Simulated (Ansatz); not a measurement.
Wavefunction ladder for C2H3ClO, SMILES `O/C=C\Cl`

```xyz
7

O    -0.489   -1.252   -0.714
C    -0.648   -0.156    0.039
C     0.304    0.700    0.393
Cl    1.935    0.462   -0.119
H     0.444   -1.318   -0.961
H    -1.671   -0.006    0.360
H     0.124    1.571    1.003
```

The species carries charge 0 and has multiplicity 1. The geometry is a stationary point of PBE0-D4/def2-TZVP. It is one conformer, not always the lowest. Frozen core, restricted reference, the Gaussian-basis code of Ansatz. CBS rows extrapolate triple and quadruple zeta; past MP2 they add the triple-zeta difference.

```tsv
basis	HF (Eh)	MP2 corr.
def2-SVP	-611.55047	-0.58355
def2-TZVPP	-611.89188	-0.74967
def2-QZVPP	-611.91181	-0.80981
```

Task: Estimate the CCSD correlation energy and the (T) correction in each basis where they were run (hartree).

Result: 
| basis | CCSD corr. | (T) |
| --- | --- | --- |
| def2-SVP | -0.61699 | -0.01851 |
| def2-TZVPP | -0.77864 | -0.03436 |
| CBS(def2) | -0.88332 | as TZ |
